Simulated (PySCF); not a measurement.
**1-fluoropentane (SMILES CCCCCF)**

Cartesian coordinates in Å; atom numbers follow the order of the lines, from 1:
```xyz
17

C     2.5003    0.1729   -0.1696
C     1.2080   -0.3343    0.4499
C    -0.0381    0.1451   -0.2807
C    -1.3352   -0.3799    0.3164
C    -2.5712    0.1737   -0.3510
F    -2.6198    1.5421   -0.2114
H     2.6048   -0.1685   -1.2120
H     3.3833   -0.1784    0.3853
H     2.5303    1.2742   -0.1814
H     1.1520   -0.0150    1.5056
H     1.2149   -1.4387    0.4738
H    -0.0701    1.2477   -0.2764
H     0.0219   -0.1511   -1.3442
H    -1.3724   -1.4814    0.2492
H    -1.3782   -0.1347    1.3919
H    -3.4872   -0.2513    0.0944
H    -2.5734   -0.0585   -1.4312
```

Computed with quadratic response CAM-B3LYP/def2-TZVPD first hyperpolarisability, Taylor convention, gas phase (PySCF). Geometry: PBE0-D3(BJ)/def2-SVP.

**Question.** Give the tensor of the second harmonic β(−2ω;ω,ω) at 1064 nm in the axes of these coordinates.

**Answer.** In au, Taylor convention; rows are the first index (the induced dipole):
|  | xx | yy | zz | xy | xz | yz |
| --- | --- | --- | --- | --- | --- | --- |
| x | -11.7 | -7.9 | -5.7 | +22.9 | -3.2 | -1.2 |
| y | +23.1 | +46.1 | +16.9 | -7.9 | -1.2 | -1.3 |
| z | -3.2 | -1.3 | +21.1 | -1.2 | -5.8 | +16.9 |

Norm of βᵢ = ⅓ Σⱼ (βᵢⱼⱼ + βⱼᵢⱼ + βⱼⱼᵢ): 91.2 au, hyper-Rayleigh value 34.0 au.
